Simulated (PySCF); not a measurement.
## SO₂²⁺, singlet: computed properties

Level of theory: PySCF, PBE0, basis S def2-TZVP, O def2-TZVP (no relativity, density fitting).

The structure is a minimum.

Coordinates in bohr (charge 2 multiplicity 1):
```
S     0.0000    0.0000    0.0000
O     0.0000    0.0000    2.6362
O     0.0000    0.0000   -2.6362
```

```
Point group                                                                   : D∞h
Bond lengths                                                                  : S–O 1.395 Å (×2)
Bond angles                                                                   : O–S–O 180.0°
Principal quadrupole moments (Buckingham, traceless) about the centre of mass : -3.11, -3.11, 6.22 D Å
Lowest empty level                                                            : -23.31 eV
Principal polarisabilities                                                    : 11.2, 11.2, 29.4 bohr³
Rotational constants                                                          : 0.2708 cm⁻¹
Zero-point energy                                                             : 19.8 kJ/mol
Rotational symmetry number                                                    : 2
Highest occupied level                                                        : -29.67 eV
Heat capacity Cp at 298.15 K                                                  : 44.7 J/(mol K)
Entropy at 298.15 K and 1 bar                                                 : 232.0 J/(mol K)
Dipole moment about the centre of mass                                        : 0.00 D
Enthalpy at 298.15 K above 0 K                                                : 11.13 kJ/mol
```

Harmonic modes (masses in u: S 31.972, O 15.995):
| symmetry | ω (cm⁻¹) | IR (km/mol, summed over degenerate members) | type |
| --- | --- | --- | --- |
| πu | 272 | 37.1 | bend |
| σg+ | 1148 | 0.0 | stretch |
| σu+ | 1624 | 0.9 | stretch |

In D∞h the vibrations span πu + σg+ + σu+. The σg+ mode carries no infrared intensity, as symmetry demands. With a centre of inversion only u modes can be infrared active and only g modes Raman active.

Charges (e):
```tsv
atom	Mulliken	Löwdin	polar tensor	Mayer order to S1
S1	1.45	1.41	1.33	–
O2,3	0.28	0.30	0.34	2.41
```
Other Mayer orders above 0.3: O–O 0.34.

Mulliken populations on S1: s 5.27, p 8.60, d 0.62, f 0.07.

Counting electrons, sulfur keeps none of its valence electrons outside its bonds, so the VSEPR class is AX2 and the expected shape is linear (D∞h), as computed.

Other isomers or separated fragments may lie lower.

The final relaxation and frequency run took 10 s on 2 threads of a shared Intel Xeon Platinum 8488C (Sapphire Rapids) host, with 99 basis functions and 6 gradients; the process peaked at 0.89 GiB. Launch command: `OMP_NUM_THREADS=2 python axn.py task.json out`.
